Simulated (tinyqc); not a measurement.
Inside a calculation. Method: CCSD on RHF in the sto-3g basis, for H2O, spin multiplicity 1. One step of it, computed by the program tinyqc.

Question. CCSD: starting amplitudes. t_ij^ab = <ij||ab> / (e_i + e_j - e_a - e_b), whose energy is MP2.

orbital energies (hartree): MO1 -20.274147, MO2 -1.219394, MO3 -0.530416, MO4 -0.461732, MO5 -0.394257, MO6 0.496698, MO7 0.562711

Two-electron integrals over orbitals (pq|rs), unique and non-zero (hartree):
```
p,q,r,s,(pq|rs)
1,1,1,1,4.746806
2,1,1,1,-0.427121
2,1,2,1,0.060804
2,2,1,1,1.017804
2,2,2,1,-0.014873
2,2,2,2,0.725348
3,1,3,1,0.011310
3,2,3,1,0.017543
3,2,3,2,0.131197
3,3,1,1,0.779388
3,3,2,1,-0.004896
3,3,2,2,0.624765
3,3,3,3,0.603242
4,1,1,1,0.175972
4,1,2,1,-0.023050
4,1,2,2,0.013296
4,1,3,3,0.005938
4,1,4,1,0.024273
4,2,1,1,-0.154940
4,2,2,1,0.008550
4,2,2,2,-0.022293
4,2,3,3,0.002237
4,2,4,1,0.016786
4,2,4,2,0.128771
4,3,3,1,-0.003261
4,3,3,2,0.023974
4,3,4,3,0.056428
4,4,1,1,0.919299
4,4,2,1,-0.011217
4,4,2,2,0.652984
4,4,3,3,0.570145
4,4,4,1,-0.008107
4,4,4,2,-0.090209
4,4,4,4,0.690739
5,1,5,1,0.025963
5,2,5,1,0.033090
5,2,5,2,0.149437
5,3,5,3,0.027373
5,4,5,1,-0.012705
5,4,5,2,-0.046798
5,4,5,4,0.049185
5,5,1,1,1.115358
5,5,2,1,-0.012076
5,5,2,2,0.753229
5,5,3,3,0.611040
5,5,4,1,0.004972
5,5,4,2,-0.083915
5,5,4,4,0.683292
5,5,5,5,0.880159
6,1,1,1,-0.191950
6,1,2,1,0.029448
6,1,2,2,-0.000752
6,1,3,3,0.000991
6,1,4,1,0.002826
6,1,4,2,0.021348
6,1,4,4,-0.016227
6,1,5,5,-0.005167
6,1,6,1,0.026887
6,2,1,1,0.266037
6,2,2,1,-0.005647
6,2,2,2,0.133392
6,2,3,3,0.072342
6,2,4,1,0.018649
6,2,4,2,0.030530
6,2,4,4,0.057463
6,2,5,5,0.140685
6,2,6,1,0.011668
6,2,6,2,0.097485
6,3,3,1,0.003198
6,3,3,2,-0.028657
6,3,4,3,-0.033831
6,3,6,3,0.066250
6,4,1,1,0.274908
6,4,2,1,-0.003807
6,4,2,2,0.125210
6,4,3,3,0.052518
6,4,4,1,-0.000273
6,4,4,2,-0.059774
6,4,4,4,0.131730
6,4,5,5,0.152347
6,4,6,1,-0.003379
6,4,6,2,0.055766
6,4,6,4,0.103664
6,5,5,1,0.012693
6,5,5,2,0.049843
6,5,5,4,0.005524
6,5,6,5,0.034971
6,6,1,1,0.809141
6,6,2,1,-0.007725
6,6,2,2,0.607913
6,6,3,3,0.558414
6,6,4,1,0.017849
6,6,4,2,0.043792
6,6,4,4,0.553622
6,6,5,5,0.591015
6,6,6,1,0.009543
6,6,6,2,0.098380
6,6,6,4,0.056450
6,6,6,6,0.594957
7,1,3,1,0.014359
7,1,3,2,0.021239
7,1,4,3,-0.004205
7,1,6,3,0.003527
7,1,7,1,0.018259
7,2,3,1,0.014690
7,2,3,2,0.051374
7,2,4,3,-0.034330
7,2,6,3,0.031442
7,2,7,1,0.017869
7,2,7,2,0.065832
7,3,1,1,0.367294
7,3,2,1,-0.007076
7,3,2,2,0.157045
7,3,3,3,0.090363
7,3,4,1,-0.000382
7,3,4,2,-0.084710
7,3,4,4,0.133492
7,3,5,5,0.199922
7,3,6,1,-0.006106
7,3,6,2,0.066845
7,3,6,4,0.105988
7,3,6,6,0.046672
7,3,7,3,0.163477
7,4,3,1,-0.008848
7,4,3,2,-0.075927
7,4,4,3,-0.014575
7,4,6,3,0.051725
7,4,7,1,-0.011225
7,4,7,2,-0.014897
7,4,7,4,0.074862
7,5,5,3,0.023708
7,5,7,5,0.023793
7,6,3,1,0.007332
7,6,3,2,0.082145
7,6,4,3,0.060475
7,6,6,3,-0.057300
7,6,7,1,0.009060
7,6,7,2,-0.008616
7,6,7,4,-0.062132
7,6,7,6,0.107604
7,7,1,1,0.816708
7,7,2,1,-0.008270
7,7,2,2,0.602584
7,7,3,3,0.584676
7,7,4,1,0.004086
7,7,4,2,-0.012541
7,7,4,4,0.571328
7,7,5,5,0.599288
7,7,6,1,-0.002911
7,7,6,2,0.058653
7,7,6,4,0.045388
7,7,6,6,0.555393
7,7,7,3,0.082183
7,7,7,7,0.590307
```

Give: Starting amplitudes; correlation energy.

Answer.

Starting amplitudes (spin orbitals 1a, 1b, ...; amplitudes related by a flip of all spins are not repeated; the 24 largest):
```
from,to,t
3a 3b,7a 7b,-0.0748
4a 4b,6a 6b,-0.0541
3a 4b,6b 7a,0.0517
4a 4b,7a 7b,-0.0365
3a 3b,6a 6b,-0.0323
2a 2b,6a 6b,-0.0284
3a 4a,6a 7a,0.0264
3a 4b,6a 7b,-0.0252
2a 3b,6a 7b,-0.0238
2a 4b,6a 6b,-0.0209
5a 5b,6a 6b,-0.0196
2a 2b,7a 7b,-0.0185
2a 3a,6a 7a,-0.0126
5a 5b,7a 7b,-0.0124
2a 3b,6b 7a,0.0112
2a 4b,7a 7b,0.0053
1a 2b,7a 7b,-0.0008
1a 1b,6a 6b,-0.0006
1a 2b,6a 6b,-0.0005
1a 4b,7a 7b,0.0005
1a 3a,6a 7a,4.41e-04
1a 1b,7a 7b,-4.38e-04
1a 3b,6a 7b,2.79e-04
1a 3b,6b 7a,1.61e-04
```

correlation energy = -0.051451 hartree
